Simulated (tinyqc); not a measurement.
Stretching all distances: RHF, UHF, MP2, CISD and CCSD against full CI in the sto-3g basis, for H2O, spin multiplicity 1. Computed by the program tinyqc with PySCF. All coordinates are multiplied by the scale. c0^2 is the weight of the RHF determinant in the lowest singlet FCI state (UHF is spin-contaminated and may lie near states of higher spin) and n(LUMO) the first natural occupation beyond the occupied space.

Geometry (angstrom):

| atom | x | y | z |
|---|---|---|---|
| O | 0.0000 | 0.0000 | 0.0000 |
| H | 0.0000 | 0.7710 | 0.5330 |
| H | 0.0000 | -0.7300 | 0.5040 |

Full CI energy (hartree) and errors against it (kcal/mol):

| scale | distance 1-2 (angstrom) | E(FCI) | RHF | UHF | MP2 | CISD | CCSD | <S^2> UHF | c0^2 | n(LUMO) |
|---|---|---|---|---|---|---|---|---|---|---|
| 0.8900 | 0.8342 | -74.896624 | 20.7804 | 20.7804 | 5.3061 | 0.1687 | 0.0448 | 0.0000 | 0.9862 | 0.0149 |
| 1.0600 | 0.9935 | -75.008352 | 31.2996 | 31.2996 | 9.0296 | 0.4623 | 0.0861 | 0.0000 | 0.9727 | 0.0299 |
| 1.2400 | 1.1623 | -74.998663 | 47.5334 | 47.5334 | 15.1675 | 1.3342 | 0.1787 | 0.0000 | 0.9451 | 0.0618 |
| 1.4200 | 1.3310 | -74.944828 | 69.9876 | 67.3420 | 23.9185 | 3.5106 | 0.3707 | 0.3300 | 0.8966 | 0.1193 |
| 1.5900 | 1.4903 | -74.887335 | 97.0894 | 62.8709 | 34.3780 | 7.6377 | 0.5863 | 1.0818 | 0.8277 | 0.2034 |
| 1.7600 | 1.6496 | -74.836566 | 129.6135 | 45.8920 | 46.3511 | 14.4716 | 0.3986 | 1.4904 | 0.7363 | 0.3171 |
| 1.9400 | 1.8184 | -74.795804 | 168.8726 | 28.1006 | 59.4683 | 24.6125 | -1.5718 | 1.7271 | 0.6211 | 0.4607 |
| 2.1100 | 1.9777 | -74.770400 | 208.2557 | 15.9515 | 72.4299 | 35.9687 | -6.0367 | 1.8497 | 0.5017 | 0.5980 |

What does the comparison show, and why?

UHF parts from RHF first at scale 1.42 of those listed, where <S^2> leaves zero. The weight c0^2 goes from 0.99 to 0.50 and n(LUMO) from 0.01 to 0.60: static correlation grows as the bonds break into open-shell fragments. The spread of the error along the curve, which distorts its shape, is CCSD 6.6, CISD 35.8, UHF 51.4, MP2 67.1, RHF 187.5 kcal/mol. Below FCI somewhere: CCSD, as non-variational methods may be.
